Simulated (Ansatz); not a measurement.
System: wurtzite MgTe. Method: PBEsol+SOC in Ansatz (plane waves, PAW).

Settings: plane-wave cutoff 520 eV, 12×12×6 k mesh (along the axes of the cell as run), Fermi–Dirac smearing 0.01 eV, PAW data made under PBE.

Properties against volume (c/a stays at 1.625):

Shape and atoms are relaxed at each volume.

```json
[
 {"V (Å³/atom)": "32.066", "P (GPa)": "1.60", "direct gap at Γ (eV)": "2.303"},
 {"V (Å³/atom)": "32.734", "P (GPa)": "0.76", "direct gap at Γ (eV)": "2.212"},
 {"V (Å³/atom)": "33.402", "P (GPa)": "0.00", "direct gap at Γ (eV)": "2.123"},
 {"V (Å³/atom)": "34.070", "P (GPa)": "-0.68", "direct gap at Γ (eV)": "2.038"},
 {"V (Å³/atom)": "34.738", "P (GPa)": "-1.30", "direct gap at Γ (eV)": "1.956"}
]
```

A straight line through the gaps at Γ against ln V gives a volume deformation potential dE_g(Γ)/d ln V of -4.3 eV: the gap at Γ widens under compression.

Note: the bulk modulus comes from volumes at which shape and atoms were relaxed.

Ansatz is a program for electronic structure.
